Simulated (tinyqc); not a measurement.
A ladder of methods, and size consistency: correlation methods against full CI in the sto-6g basis, for HF, spin multiplicity 1. Computed by the program tinyqc with PySCF. All electrons correlated; +Q is the Davidson correction (1 - c0^2) E_corr. The last columns treat two copies 100 angstrom apart as one system. FCI is the lowest singlet.

Geometry (angstrom):
```
atom       x       y       z
F     0.0000  0.0000  0.0000
H     0.0000  0.0000  0.8520
```

RHF energy of one = -99.485523 hartree

Correlation energies (hartree):
```
method   E_corr of one  share of FCI (%)  E_corr of two at 100 angstrom  two minus twice one (mhartree)
MP2           -0.01475            68.927                       -0.02949                           0.000
CISD          -0.02139           100.000                       -0.04232                           0.468
CISD+Q        -0.02163           101.118                       -0.04324                           0.032
CCSD          -0.02139           100.000                       -0.04279                           0.000
CCSD(T)       -0.02139           100.000                       -0.04279                           0.000
FCI           -0.02139           100.000                              -                               -
```

What does the comparison show, and why?

MP2 recovers 69 %, CISD 100.0 % and CCSD 100.0 % of the FCI value (c0^2 = 0.989 in CISD). MP2 and coupled cluster are size consistent, so their last column vanishes; CISD loses 0.47 mhartree, since a double excitation on each copy is a quadruple of the pair, and the Davidson correction leaves +0.03. With two electrons, or one virtual orbital, CISD and CCSD are exact for one copy, so +Q overshoots there.
